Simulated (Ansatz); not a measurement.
## C$_{3}$H$_{8}$, singlet: reading a ladder of total energies

Geometry: MP2(full)/6-31G*, from the G2/97 set.

| atom | x (Å) | y (Å) | z (Å) |
| --- | --- | --- | --- |
| C | 0.0000 | 0.0000 | 0.5786 |
| C | 0.0000 | 1.2669 | -0.2693 |
| C | 0.0000 | -1.2669 | -0.2693 |
| H | -0.8769 | 0.0000 | 1.2356 |
| H | 0.8769 | 0.0000 | 1.2356 |
| H | 0.0000 | 2.1662 | 0.3530 |
| H | 0.0000 | -2.1662 | 0.3530 |
| H | 0.8836 | 1.3042 | -0.9135 |
| H | -0.8836 | 1.3042 | -0.9135 |
| H | -0.8836 | -1.3042 | -0.9135 |
| H | 0.8836 | -1.3042 | -0.9135 |

Basis 6-31G; Ansatz 0.2.0. Correlated methods freeze the noble-gas cores, which leaves 20 electrons in 40 orbitals. Prefix R: restricted or restricted open-shell reference.

Full CI isn't at hand for all of this; RCCSDT(Q) serves as the reference, and is uncertain by about the last step of the cluster series.

Runs differ by some tens of microhartree through their thresholds, so steps under 0.03 kcal/mol mean nothing.

```csv
level,total energy (hartree)
RHF,-118.215678
RMP2,-118.494604
RCCSD,-118.537536
RCCSD(T),-118.543969
RCCSDT,-118.544514
RCCSDT(Q),-118.544876
```

Problem. What is the correlation energy at RCCSDT(Q), and what share of it do RMP2 and RCCSDT recover?

Solution. E(corr) = -118.544876 − (-118.215678) = -0.329198 hartree = -8.958 eV. RMP2: -0.278926 / -0.329198 = 84.73 %. RCCSDT: -0.328836 / -0.329198 = 99.89 %.

Problem. By how many kcal/mol does RCCSD(T) miss RCCSDT(Q) (1 hartree = 627.509 kcal/mol), and which steps make up the rest?

Solution. -118.543969 − (-118.544876) = 0.000907 hartree = 0.57 kcal/mol. Steps: RCCSDT − RCCSD(T) = -0.34, RCCSDT(Q) − RCCSDT = -0.23 kcal/mol. That is within 1 kcal/mol of the reference in this basis, which itself misses far more of the correlation at the basis-set limit.
